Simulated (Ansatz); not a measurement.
## A basis-limit estimate, worked out

The pair of HF (SMILES F, atoms 1–2) and CH$_{3}$F (SMILES CF, atoms 3–7), both closed shells, in one local arrangement (a lower one may exist), relaxed at PBE0-D4/def2-TZVP:

```
7
angstrom
F 0.6861 0.0723 -2.3195
H 0.8226 -0.2906 -1.4736
C -0.3574 0.0834 0.7887
F 0.6801 -0.6546 0.2192
H 0.0627 0.7027 1.5809
H -1.0887 -0.6162 1.1926
H -0.8053 0.7032 0.0117
```

Both fragments are computed in the basis of the whole pair.

Computed with Ansatz 0.2.0 (basis: def2-TZVPPD and def2-QZVPPD); correlated methods freeze the cores.

Energies in eV:

| quantity | pair | first fragment | second fragment |
| --- | --- | --- | --- |
| Hartree–Fock, triple zeta (X = 3) | -6508.29881 | -2722.92286 | -3785.17648 |
| Hartree–Fock, quadruple zeta (X = 4) | -6508.56778 | -2723.03149 | -3785.33572 |
| MP2 correlation, X = 3 | -19.35170 | -7.45863 | -11.86305 |
| MP2 correlation, X = 4 | -20.93654 | -8.11302 | -12.78142 |
| CCSD(T) correlation, X = 3 | -20.41136 | -7.69794 | -12.67991 |

(1) Work out the interaction energy at the basis limit: extrapolate Hartree–Fock as E(X) = E∞ + A exp(−7.88 √X) and the MP2 correlation as E(X) = E∞ + B X^−2.97 (the exponents that Neese and Valeev fitted for def2-TZVPP and QZVPP, reused here for the diffuse sets), then add CCSD(T) − MP2 in triple zeta.

T1 diagnostic: at most 0.011.

Results:

(1) Each step is linear, so take the differences first (pair − first fragment − second fragment): Hartree–Fock -0.19947 (X = 3) and -0.20057 (X = 4); MP2 correlation -0.03002 and -0.04210; CCSD(T) correlation -0.03351.
Two points give E∞ = E(4) + w [E(4) − E(3)], with w = 1/(exp(7.88 (2 − √3)) − 1) = 0.1377 for Hartree–Fock and w = 1/((4/3)^2.97 − 1) = 0.7407 for the correlation.
Hartree–Fock: -0.20057 + 0.1377 × (-0.00110) = -0.2007 eV.
MP2 correlation: -0.04210 + 0.7407 × (-0.01208) = -0.0510 eV.
CCSD(T) − MP2: -0.03351 − (-0.03002) = -0.0035 eV.
Sum: -0.2007 + (-0.0510) + (-0.0035) = -0.2552 eV, or -5.89 kcal/mol. Plain CCSD(T) in triple zeta gives -0.2330 eV, so the larger basis shifts the result by -0.0222 eV.

For scale, one of the runs: CCSD(T)/def2-TZVPPD, 185 basis functions, launched by `ansatz run in.yaml --threads 2 --pin off --events-out ev --progress --plain --max-ram 5222MiB`. Time: 66 s of wall clock on 2 CPU threads; the host was shared. Peak host memory: 2 GiB.
